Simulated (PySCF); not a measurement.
Exercise with solution: entropy of an ideal gas

NO2, SMILES [O]N=O (connectivity only; charge and spin as stated), charge -1, multiplicity 1.

The structure is a stationary point at B3LYP-D3(BJ)/def2-TZVPD. The spin state was assumed, not searched. The isomer is the one that the SMILES or the coordinates give; other isomers of the formula were not compared.

B3LYP-D3(BJ)/def2-TZVPD (PySCF) gives the harmonic wavenumbers 800, 1287, 1336 cm⁻¹ and the rotational temperatures 5.7458, 0.6641, 0.5953 K. The molar mass is 46.01 g/mol, the symmetry number 2, the spin multiplicity 1.

Problem. Work out the entropy at 298.15 K and 1 atm in the rigid-rotor, harmonic-oscillator model.

Solution. 
Translation (Sackur–Tetrode at 1 atm): S = R[1.5 ln M + 2.5 ln T − 1.16487] = 156.5 J/(mol K).
Rotation: q = (√π/σ) T^1.5/√(θA θB θC) = 3030, S = R[ln q + 3/2] = 79.1 J/(mol K).
Vibration: with u = 1.4388 ν/T, each mode gives R[u/(e^u − 1) − ln(1 − e^−u)]:
```tsv
ν (cm⁻¹)	modes	u	S (J/(mol K))
800	1	3.86	0.87
1287	1	6.21	0.12
1336	1	6.45	0.10
```
These are all the modes. Sum 1.1 J/(mol K).
Spin: R ln 1 = 0.0 J/(mol K).
Total 236.7 J/(mol K); the program's own thermochemistry gives 236.7. Translation makes up 66 % and vibration 0 %. Anharmonicity, hindered rotation and orbital degeneracy are left out.
